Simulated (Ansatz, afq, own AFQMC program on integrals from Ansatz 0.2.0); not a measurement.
## Where AFQMC and coupled cluster stand for CH$_{3}$Ge, doublet

| atom | x (Å) | y (Å) | z (Å) |
| --- | --- | --- | --- |
| Ge | 0.0004 | 0.0000 | 0.2872 |
| C | 0.0086 | 0.0000 | -1.3098 |
| H | -1.0529 | 0.0000 | -1.5985 |
| H | 0.4611 | 0.8945 | -1.7443 |
| H | 0.4611 | -0.8945 | -1.7443 |

Connectivity, by distances: Ge–CH3.

Basis cc-pVDZ. Noble-gas cores (and the filled d shells of Ga–Kr and In–Xe) are frozen. Ansatz 0.2.0 and our own AFQMC program on the same integrals; the CISD trial comes from CCSD amplitudes, and released means the phaseless constraint is let go. Error bars are statistical, one sigma. No spin–orbit coupling.

Determinant: UHF, the one that the program's search chose, which needn't be the lowest solution. The geometry is a point of a scan.

No full CI on the walks' own integrals is used here. The released AFQMC energy serves as the reference, which it does only where one determinant dominates, the energy is flat over the last release times and near the phaseless one (40 meV or 2 meV an electron, half that with transition metals). On small molecules, where full CI could be run and the noise was under 10 meV, such values lay within 10 meV of it in 19 cases of 20, a flattering rate, since the rule was set on those same cases; what remains of the bias isn't in the error bar.

Cautions: no relativity below Rb; no spin-orbit coupling; inner d shell frozen; the released value is read at 2.40 1/Eh with a noise of 17 meV, more than in the cases checked (meV from the phaseless value at times in 1/Eh: -6 ± 9 at 0.24, -22 ± 11 at 0.51, -5 ± 13 at 0.99, -1 ± 10 at 1.62, -8 ± 17 at 2.40).

* T1 diagnostic: 0.0143
* weight of the determinant in the CISD state: 0.886
* ⟨S²⟩ of the determinant: 0.770
* size of the correlated space: 11 electrons in 41 orbitals

Reference: AFQMC with the constraint released, correlation energy -6.640 ± 0.017 eV.

```csv
level,E − E(reference) (kcal/mol),share of correlation (%)
HF,153.12 ± 0.40,0.00
MP2,24.03 ± 0.40,84.31
CCSD,4.42 ± 0.40,97.12
CCSD(T),0.56 ± 0.40,99.63
ph-AFQMC/CISD,0.18 ± 0.47,99.88
```

A walk keeps the symmetry of its determinant, which the program's search chose and which needn't be the lowest solution, so a lower state of the same spin and another symmetry isn't excluded. Released energies are given only where the last usable release times agree within the noise; a slower fall can still hide under it.
